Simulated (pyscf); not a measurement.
A first-order saddle from PySCF, ωB97X-D3(BJ)/def2-SVP:

```xyz
17

P     -3.2405    -0.2496    -1.1061
H     -1.8951     0.4697    -0.2924
H     -3.1127    -1.3799    -0.2441
H     -2.3241    -0.7877    -2.0585
Si    -0.3194     0.6052     0.4135
Si    -0.3702     2.1627     2.1445
Si     1.1256     1.2184    -1.3068
Si     0.1420    -1.5476     1.1727
H      0.9684     2.2460     2.8028
H     -1.3801     1.7552     3.1650
H     -0.7271     3.5097     1.6111
H      2.5398     1.2202    -0.8259
H      0.7860     2.5831    -1.8061
H      1.0038     0.2437    -2.4314
H      0.0952    -2.5018     0.0252
H      1.4962    -1.6143     1.7987
H     -0.8762    -1.9583     2.1845
```
Charge 0, spin multiplicity 2.

Surface: doublet, charge 0. Lowest wavenumbers (cm⁻¹): 1626i, 17, 36, 59, 75.

**Question.** What reaction is this the transition state of?

**Answer.** PH₃ + H₃Si–Si•(SiH₃)–SiH₃ ⇌ PH₂• + H₃Si–SiH(SiH₃)–SiH₃, a hydrogen abstraction read from left to right: H–P broken and H–Si formed. At ωB97M-D3(BJ)/def2-TZVP it lies +24.5 kJ/mol from the left side and +25.1 kJ/mol from the right (each side as separated species at their lowest minima found). This is the saddle that the search found; another between the same sides may lie lower. The angle at the transferred H is 159°.
